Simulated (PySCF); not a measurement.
hydrazine: bond dissociation enthalpies at several levels

Structure: `NN` (H4N2). Atom numbers as in the mapped SMILES `[NH2:1][NH2:2]`.

All levels share the PBE0-D3(BJ)/def2-SVP structures and the PBE0-D3(BJ)/def2-SVP thermal terms; only the single-point energies (PySCF) change. Values are bond dissociation enthalpies (298 K, kJ/mol).

| level | N1–N2 | N1–H | mean abs. error | time |
| --- | --- | --- | --- | --- |
| HF/ma-def2-TZVP | 109 | 240 | 137.6 | 0.77 s |
| CCSD(T)/ma-def2-TZVP | 260 | 328 | 17.7 | 72 s |
| M06-2X/def2-TZVP | 287 | 338 | 10.1 | – |
| MP2/ma-def2-TZVP | 293 | 335 | 14.3 | 2.5 s |
| ATcT 1.112 | 277 | 347 |  |  |

Times are wall times for all single points of a level on 1 thread of Arm Neoverse V2, a shared host; the dash marks the run that also made the structures.

Hartree-Fock leaves out electron correlation, so its bond energies come out too low, often by 100 kJ/mol or more.

The widest spread is that of N1–N2: 184 kJ/mol, from 109 to 293.
